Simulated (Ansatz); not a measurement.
# Other spins and charges of Ge2, triplet at one geometry

Geometry (PBE0/def2-TZVP stationary point for this spin):

```xyz
2

Ge    0.0000    0.0000    0.0000
Ge    0.0000    0.0000    2.3831
```

Basis cc-pVTZ; Ansatz 0.2.0. Correlated methods freeze the noble-gas cores and the filled d shells of p-block atoms. Prefix R: restricted or restricted open-shell reference; prefix U: unrestricted. Active spaces: valence = (8e, 8o) chosen from the atoms' valence shells. No spin–orbit coupling is included, and no scalar relativity.

Gaps are energies of the second state less the first, at fixed atoms, for a selection of the levels run; each method lands on the state that its own search finds for that charge and spin.

For open shells CISD is restricted-active-space CI with the open shells as a complete middle space.

**Question.** PBE gives 7.508 eV for removing an electron, to the quartet. Estimate what UCCSDT(Q) gives in cc-pVTZ.

**Answer.** UCCSDT(Q) in cc-pVTZ gives 7.475 eV, so against it PBE is off by 0.033 eV, of which a good part can be the reference's own basis and frozen-core error.

| level | gap (eV) | error (meV) |
| --- | --- | --- |
| UMP2 | 7.380 | -95 |
| CISD | 7.283 | -192 |
| UCCSD(T) | 7.474 | -1 |
| BCCD(T) | 7.487 | 12 |
| NEVPT2 (valence space) | 7.252 | -223 |
| MRCISD (valence space) | 7.352 | -123 |
| MRCISD+Q (valence space) | 7.475 | 0 |
| r2SCAN | 7.615 | 140 |
| B3LYP | 7.634 | 159 |
| RPA-PBE | 7.781 | 306 |

Functionals correlate the shells that the reference freezes, so part of their error here is the reference's.

Full CI isn't at hand for all of this; UCCSDT(Q) serves as the reference, and is uncertain by the last step of the cluster series or more. The frozen core follows each run's orbitals, which can shift R against U totals by a few meV for light atoms and by up to 0.1 eV past Ca.
